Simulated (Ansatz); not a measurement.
## A ladder of methods for SiHCl (SMILES [SiH]Cl)

SiHCl: 3 atoms, total charge 0, spin state singlet. As SMILES, `[SiH]Cl`. Geometry: optimised at r2SCAN/def2-SVP.

```xyz
3

Si   -0.5521    0.5718   -0.2359
Cl    1.2896    0.3590    0.7447
H    -0.7375   -0.9307   -0.5088
```

Quantity: the adiabatic electron affinity (to the doublet anion, shapes relaxed at r2SCAN/def2-SVP, no zero-point term), in eV. The values are calculated.

The electron affinity is E(neutral) − E(anion): positive where the electron is bound.

```
             level                    kind  program  value (eV)  CPU time (all runs)
  SVWN5/def2-TZVPP                     LDA   Ansatz        1.06                1.1 s
   BLYP/def2-TZVPP                     GGA   Ansatz        0.88                1.8 s
    PBE/def2-TZVPP                     GGA   Ansatz        1.07                1.8 s
 r2SCAN/def2-TZVPP                meta-GGA   Ansatz        1.22                4.1 s
PBE0-D4/def2-TZVPP           global hybrid   Ansatz        1.14                2.4 s
wB97M-V/def2-TZVPP  range-separated hybrid   Ansatz        0.86                  7 s
 B2PLYP/def2-TZVPP           double hybrid   Ansatz        0.94                4.1 s
    MP2/def2-TZVPP     perturbation theory   Ansatz        0.87                1.7 s
```

The values span 0.86 to 1.22 eV. CPU times are rough (shared hosts, several kinds of processor): they show what a rung costs within a factor of a few.
